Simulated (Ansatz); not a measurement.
**C₂H₄N₂: up Jacob's ladder to CCSD(T)**

How much do the methods differ for C₂H₄N₂? The plan is to run it at one geometry with functionals of several rungs and with coupled cluster. The yardstick is the atomisation energy at the CCSD(T) limit.

Method: functionals in def2-TZVPP, the program's frozen cores in correlated methods; program: Ansatz 0.2.0, Gaussian basis.

Plan: LDA (SPW92), PBE-D4, revPBE-D4, BLYP-D4, r2SCAN-D4, B97M-V, PBE0-D4, B3LYP-D4, r2SCANh-D4, r2SCAN0-D4, HSE06-D4, BHLYP-D4, CAM-B3LYP-D4, LC-ωPBE, ωB97X-V, ωB97M-V, B2PLYP, PBE-QIDH; CCSD(T)/def2-SVP; CCSD(T)/def2-TZVPP; MP2/def2-QZVPP; extrapolation to the limit; RPA on PBE.

1 further run of the same task is left out (it didn't finish).

## Step 1: Structure used throughout

An earlier PBE0-D4 in a triple-zeta def2 set relaxation fixed the geometry.

SMILES `NC#CN`, 8 atoms, charge 0, spin multiplicity 1.

Atoms are counted from 1 here; the program's logs count them from 0.

Bond lengths: N1–C2 1.342 Å, N1–H5 1.008 Å, N1–H6 1.008 Å, C2–C3 1.207 Å, C3–N4 1.342 Å, N4–H7 1.008 Å, N4–H8 1.008 Å. Angles: C2–N1–H5 116.6°, C2–N1–H6 116.7°, H5–N1–H6 112.9°, N1–C2–C3 177.3°, C2–C3–N4 177.3°, C3–N4–H7 116.5°, C3–N4–H8 116.7°, H7–N4–H8 112.9°.

## Step 2: LDA

This LDA is Slater exchange with PW92 correlation.

File in.yaml:

```yaml
crystal:
  periodic: [false, false, false]
  atoms:
    - {symbol: N, position_ang: [-0.388276, 1.867118, -0.356931]}
    - {symbol: C, position_ang: [-0.098009, 0.573243, -0.148197]}
    - {symbol: C, position_ang: [0.218242, -0.576699, 0.034818]}
    - {symbol: N, position_ang: [0.577600, -1.862389, 0.175698]}
    - {symbol: H, position_ang: [-0.775473, 2.102573, -1.257371]}
    - {symbol: H, position_ang: [-0.831392, 2.359958, 0.402347]}
    - {symbol: H, position_ang: [1.503899, -2.034455, 0.534225]}
    - {symbol: H, position_ang: [-0.114391, -2.486448, 0.559712]}
basis:
  gaussian: {orbitals: def2-TZVPP}
hamiltonian: {xc: lda}
output: {orbitals: {seedname: orbitals}}
```

Started as:

```sh
ansatz run in.yaml --threads 2 --pin off --events-out ev --progress --plain --max-ram 4352MiB
```

The runs that follow: PBE-D4 (GGA); revPBE-D4 (GGA); BLYP-D4 (GGA); r2SCAN-D4 (meta-GGA); B97M-V (meta-GGA); PBE0-D4 (hybrid); B3LYP-D4 (hybrid); r2SCANh-D4 (hybrid); r2SCAN0-D4 (hybrid); HSE06-D4 (hybrid); BHLYP-D4 (hybrid); CAM-B3LYP-D4 (range-separated); LC-ωPBE (range-separated); ωB97X-V (range-separated); ωB97M-V (range-separated); B2PLYP (double hybrid); PBE-QIDH (double hybrid); CCSD(T) in def2-SVP; CCSD(T) in def2-TZVPP; MP2 in def2-QZVPP; RPA on PBE orbitals.

**Question.** What will the summary of the whole plan be? Wanted: atomisation energy, CCSD(T)/CBS; farthest beyond LDA; mean size of error, GGA; mean size of error, meta-GGA; mean size of error, hybrid; mean size of error, range-separated; mean size of error, double hybrid; gap, smallest and largest; T1 diagnostic.

The runs gave:

```
                               quantity                                  value
        atomisation energy, CCSD(T)/CBS                          3094.4 kJ/mol
 functionals within 15.5 kJ/mol (0.5 %)    r2SCAN-D4, B97M-V, B2PLYP, PBE-QIDH
                    farthest beyond LDA                 PBE-D4 (+163.0 kJ/mol)
                mean size of error, GGA                            98.0 kJ/mol
           mean size of error, meta-GGA                             8.9 kJ/mol
             mean size of error, hybrid                            59.0 kJ/mol
    mean size of error, range-separated                            33.8 kJ/mol
      mean size of error, double hybrid                             7.1 kJ/mol
              gap, smallest and largest  4.78 eV (BLYP-D4), 11.83 eV (LC-ωPBE)
                          T1 diagnostic                                 0.0124
triples share of the correlation energy                                  4.3 %
```

**Reading.** The LDA atomisation energy is off by 594.4 kJ/mol (19 %): it overbinds. PBE-D4 misses by +163.0 kJ/mol. Double hybrids carry the basis error of their MP2 part in triple zeta, and no dispersion term here, so their miss is partly the set-up's. The rungs double hybrid, meta-GGA miss on average by less than the doubt on the reference (15.5 kJ/mol), so they tie; GGA functionals have the largest mean beyond LDA (98.0 kJ/mol). The reference freezes the cores and leaves out relativity and excitations past (T), so misses under about 15.5 kJ/mol can't be ranked. Hartree-Fock recovers 65 % of the binding; the rest is correlation. CCSD(T) in def2-SVP is off by -202.7 kJ/mol, more than most functionals: a good method in a small basis is no reference. The gap grows from 4.8 to 11.8 eV across the functionals, mostly with the share of exact exchange.
